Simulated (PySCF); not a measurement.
Ar: ionisation energy

Ar [Ar] (1S) → Ar⁺ [Ne] 3s2 3p5 (2P), as a difference of total energies. Calculation: PySCF 2.14, in ANO-RCC-VTZP (5s4p2d1f, 34 functions); scalar relativity by spin-free X2C-1e. Correlated levels: valence and next inner shell: 1s2 frozen. The calculations carry no spin-orbit coupling.

```
                                method  ionisation energy (eV)  error (eV)
                                   UHF                  14.543      -1.276
    MP2 (valence and next inner shell)                  15.697      -0.122
SCS-MP2 (valence and next inner shell)                  15.590      -0.229
   CCSD (valence and next inner shell)                  15.506      -0.313
CCSD(T) (valence and next inner shell)                  15.555      -0.264
```

Reference: 15.819 eV (measured; NIST levels, between the centres of gravity of the two terms).

Errors of the correlated levels include the incompleteness of this basis and the frozen core.
